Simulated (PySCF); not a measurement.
# Mg2: from constants to spectrum

PBE0 constants of Mg2, ¹Σg⁺ (singlet), closed shell (PySCF, no relativity, basis sets Mg def2-TZVP; masses 23.9850 and 23.9850 u):

```
ωe              : 89.1 cm⁻¹
ωexe            : 1.89 cm⁻¹
Be              : 0.10842 cm⁻¹
αe              : 0.00247 cm⁻¹
D (centrifugal) : 6.42e-07 cm⁻¹
De to Mg + Mg   : 0.108 eV
```

(1) Estimate the standard entropy (1 bar) and heat capacity of the ideal gas at 1000 K, rigid rotor with B0 and harmonic oscillator at the fundamental.

Closed-shell solutions of metal pairs were not tested for spin polarisation, which can lower them a little. The bond is weak. Basis-set superposition, not corrected here, can be much of De in a small basis, most of all at correlated wavefunction levels. Functionals without a dispersion term scatter widely for such bonds, and LDA overbinds them.

## Answers

(1) Translation (Sackur–Tetrode, M = 47.97 u): 182.3 J/(mol K). Rotation: q = kT/(σB0) = 3240 with σ = 2, 75.5. Vibration: x = hcν0/kT = 0.123, 25.76. S° = 283.6 J/(mol K); Cp = 7R/2 + 8.30 = 37.4 J/(mol K).
